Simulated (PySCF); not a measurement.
CH3F. Atoms are numbered in the order given.

```xyz
5

C      0.0000     0.0000     0.6360
F      0.0000     0.0000    -0.7533
H      0.8942    -0.5163     0.9879
H      0.0000     1.0325     0.9879
H     -0.8942    -0.5163     0.9879
```

Geometry: B3LYP-D3(BJ)/def2-TZVP.

Calculation: PBE/pcSseg-2 in PySCF.

GIAO shieldings, no solvent; atoms alike by connectivity are averaged. δ = σ(ref) − σ: ¹³C against TMS (σ = 181.4 ppm); ¹⁹F against CFCl3 (σ = 132.0 ppm); ¹H against TMS (σ = 31.47 ppm), references at their B3LYP-D3(BJ)/def2-TZVP geometries, non-relativistic.

```json
[
 {"atoms": "C1", "nucleus": "¹³C", "count": "1", "δ (ppm)": "[?]"},
 {"atoms": "F2", "nucleus": "¹⁹F", "count": "1", "δ (ppm)": "-323.6"},
 {"atoms": "H3, H4, H5", "nucleus": "¹H", "count": "3", "δ (ppm)": "4.51"}
]
```

Question: Some entries are withheld; supply them. (An estimate is asked for; the answer gives what the named calculation found.)

Answer: 
- C1, δ (ppm): 79.0
